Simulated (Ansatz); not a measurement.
Gas-phase electronic energies from Ansatz, PBE0-D4/def2-TZVP geometries. CBS: MP2 limit from def2 TZ/QZ plus the TZ coupled-cluster correction, frozen cores. This one scheme is used for every species. Functionals use def2-TZVPP. For Mg outer-core shells are correlated without core-valence functions, which leaves a few kJ/mol of doubt a bond. One conformer a species, not always the lowest.

Consider the ligand exchange at a Mg–O bond: `[OH][Mg][OH]` + HCl → `[OH][Mg][Cl]` + H₂O.

| level | ΔE (kJ/mol) |
| --- | --- |
| revPBE | -83.6 |
| CAM-B3LYP | -80.2 |

Q: What does CCSD(T)/CBS give? (Best estimate.)

A: The calculation gave: -84.3 kJ/mol. The listed levels differ from it by 0.7, 4.1 kJ/mol.

Largest T1 diagnostic among the species: 0.011.

At CCSD(T), def2-SVP lies +4.2 kJ/mol from the extrapolated value and def2-TZVPP +1.9 kJ/mol. Leaving LDA and LC-ωPBE aside and taking each functional with its dispersion term where it has one, the values, not all of them listed here, spread over 14.2 kJ/mol, from r2SCAN0-D4 to BLYP-D4. LDA lies +3.6 kJ/mol from PBE without D4.
